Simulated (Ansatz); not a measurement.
CS2, singlet in 6-31G*: errors against RCCSDT(Q)

Geometry: MP2(full)/6-31G*, from the G2/97 set.

```csv
atom,x (Å),y (Å),z (Å)
S,0.0000,0.0000,1.5611
C,0.0000,0.0000,0.0000
S,0.0000,0.0000,-1.5611
```

Basis 6-31G* (Cartesian d functions); Ansatz 0.2.0. Only valence electrons are correlated (noble-gas cores frozen), which leaves 16 electrons in 42 orbitals. Prefix R: restricted or restricted open-shell reference. Active spaces: valence = (16e, 12o) chosen from the atoms' valence shells.

Full CI isn't at hand for all of this; RCCSDT(Q) serves as the reference, and is uncertain by about the last step of the cluster series.

The UHF ⟨S²⟩ is 0.000 and the T1 diagnostic (RCCSD) is 0.0219. The largest doubles amplitude (RCCSD) is 0.079.

```json
{"level": "RHF", "E − E(RCCSDT(Q)) (kJ/mol)": "1101.6", "share of correlation (%)": "0.00", "wall time": "–"}
{"level": "RMP2", "E − E(RCCSDT(Q)) (kJ/mol)": "100.7", "share of correlation (%)": "90.86", "wall time": "–"}
{"level": "CISD", "E − E(RCCSDT(Q)) (kJ/mol)": "187.0", "share of correlation (%)": "83.02", "wall time": "2.8 s"}
{"level": "RCCSD", "E − E(RCCSDT(Q)) (kJ/mol)": "68.0", "share of correlation (%)": "93.83", "wall time": "–"}
{"level": "RCCSD(T)", "E − E(RCCSDT(Q)) (kJ/mol)": "6.9", "share of correlation (%)": "99.37", "wall time": "0.79 s"}
{"level": "BCCD(T)", "E − E(RCCSDT(Q)) (kJ/mol)": "6.1", "share of correlation (%)": "99.45", "wall time": "1.4 s"}
{"level": "RCCSDT", "E − E(RCCSDT(Q)) (kJ/mol)": "4.5", "share of correlation (%)": "99.59", "wall time": "–"}
{"level": "CASSCF (valence space)", "E − E(RCCSDT(Q)) (kJ/mol)": "730.4", "share of correlation (%)": "33.69", "wall time": "–"}
{"level": "NEVPT2 (valence space)", "E − E(RCCSDT(Q)) (kJ/mol)": "148.3", "share of correlation (%)": "86.54", "wall time": "15 s"}
{"level": "NEVPT4(SD) (valence space)", "E − E(RCCSDT(Q)) (kJ/mol)": "15.2", "share of correlation (%)": "98.62", "wall time": "29 s (H100)"}
{"level": "MRCISD (valence space)", "E − E(RCCSDT(Q)) (kJ/mol)": "72.9", "share of correlation (%)": "93.38", "wall time": "–"}
{"level": "MRCISD+Q (valence space)", "E − E(RCCSDT(Q)) (kJ/mol)": "9.0", "share of correlation (%)": "99.19", "wall time": "20 s (H100)"}
```

The correlation energy at RCCSDT(Q), counted from RHF, is -11.417 eV. That run took 18 s on 1 thread of AMD EPYC 7R13, shared host.

Times hold each run's SCF and search for its determinant on a shared host, so for small cases they say little of a method's own cost; rows without a card ran on 1 thread of AMD EPYC 7R13.

Natural occupations of CASSCF (valence space) about the gap: 1.969 1.962 1.962 1.953 1.953 0.088 0.088 0.034 0.023; effectively unpaired electrons, Σ n²(2−n)², 0.10.

Atomization energy (electronic, same basis, no zero-point term; atoms at the same level, unrestricted beside the R rows where the molecule is a closed shell, with restricted open-shell steps beyond CCSDT(Q)) at RCCSDT(Q): 1062.7 kJ/mol. Errors of other levels:

| level | error (kJ/mol) |
| --- | --- |
| RHF | -404.5 |
| RMP2 | 53.1 |
| CISD | -163.5 |
| RCCSD | -55.9 |
| RCCSD(T) | -4.3 |
| BCCD(T) | -3.2 |
| RCCSDT | -4.2 |
| CASSCF (valence space) | -53.8 |
| NEVPT2 (valence space) | 11.4 |
| NEVPT4(SD) (valence space) | -4.2 |
| MRCISD (valence space) | -50.2 |
| MRCISD+Q (valence space) | -13.4 |

This basis is far from its limit, so the value isn't to be set against a measured one. Truncated CI isn't size-consistent, which counts against it in atomization.
